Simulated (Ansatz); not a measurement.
**SiH4O: a rigid scan of the bond length Si2–H4**

One table from this session's results is given with a row withheld; the runs are named, their logs left out.

The runs use Ansatz 0.2.0, Gaussian basis; single points in def2-TZVPP.

Levels: PBE-D4, r2SCAN-D4, PBE0-D4, B3LYP-D4, wB97M-V, Hartree-Fock, MP2, CCSD, CCSD(T). The scan takes 1.221, 1.284, 1.376, 1.483, 1.602, 1.730, 1.866, 2.009, 2.159 Å.

Cores are frozen in the correlated methods. B3LYP uses VWN-RPA correlation.

37 further runs of the same task are left out: 37 set aside as unsound or not needed.

### Starting geometry

The minimum, relaxed at PBE0-D4: SMILES `O[SiH3]`, 6 atoms, charge 0, spin multiplicity 1.

Atoms are counted from 1 here; the program's logs count them from 0.

Bond lengths: O1–Si2 1.648 Å, O1–H3 0.958 Å, Si2–H4 1.489 Å, Si2–H5 1.481 Å, Si2–H6 1.489 Å. Angles: Si2–O1–H3 117.9°, O1–Si2–H4 111.7°, O1–Si2–H5 105.9°, O1–Si2–H6 111.7°, H4–Si2–H5 109.9°, H4–Si2–H6 107.9°, H5–Si2–H6 109.9°.

Coordinates:

```
O     0.6367   -1.0303    0.4190
Si   -0.0357    0.3465   -0.1870
H     0.0691   -1.6292    0.9047
H    -1.1283    0.0457   -1.1528
H     1.0605    1.0649   -0.8756
H    -0.6023    1.2024    0.8917
```

Energies of the minimum (eV), from earlier single points: PBE-D4 -9985.45059, r2SCAN-D4 -9990.15740, PBE0-D4 -9986.34445, B3LYP-D4 -9992.84764, wB97M-V -9990.45392, CCSD(T) -9976.32567.

At the minimum the bond length Si2–H4 is 1.489 Å.

The first run:

ccsdt-tzvpp/in.yaml

```yaml
crystal:
  periodic: [false, false, false]
  atoms:
    - {symbol: O, position_ang: [0.636713, -1.030299, 0.418986]}
    - {symbol: Si, position_ang: [-0.035725, 0.346543, -0.187021]}
    - {symbol: H, position_ang: [0.069058, -1.629237, 0.904721]}
    - {symbol: H, position_ang: [-0.931697, 0.099824, -0.978983]}
    - {symbol: H, position_ang: [1.060521, 1.064945, -0.875574]}
    - {symbol: H, position_ang: [-0.602256, 1.202354, 0.891669]}
basis:
  gaussian: {orbitals: def2-TZVPP}
correlation: {method: ccsd_t}
```

The command line of these runs was not kept.

Among the steps run: Si2–H4 = 1.221 Å; Si2–H4 = 1.284 Å; Si2–H4 = 1.376 Å; Si2–H4 = 1.483 Å; Si2–H4 = 1.602 Å; Si2–H4 = 1.730 Å; Si2–H4 = 1.866 Å; Si2–H4 = 2.009 Å; Si2–H4 = 2.159 Å.

One table of the session follows, with a row left open; its other results are not shown here.

Energies less that of the minimum at the same level (meV):

```
bond length (Å)  PBE-D4  PBE0-D4  B3LYP-D4  wB97M-V  Hartree-Fock
          1.221     988      952       917      902           920
          1.284     531      501       476      463           470
          1.376     149      131       119      111           109
          1.483       1        0         0       -1            -1
1.489 (minimum)       0        0         0        0             0
          1.602       ?        ?         ?        ?             ?
          1.730     312      363       370      403           438
          1.866     657      743       739      808           878
          2.009    1074     1199      1186     1280          1395
          2.159    1523     1690      1666     1785          1953
```

Estimate the missing values for bond length (Å) = 1.602.

**Answer.** PBE-D4: 74; PBE0-D4: 96; B3LYP-D4: 102; wB97M-V: 114; Hartree-Fock: 126.

Limits of these values: A polynomial through the near points puts the CCSD(T) minimum 0.008 Å below the PBE0-D4 value.
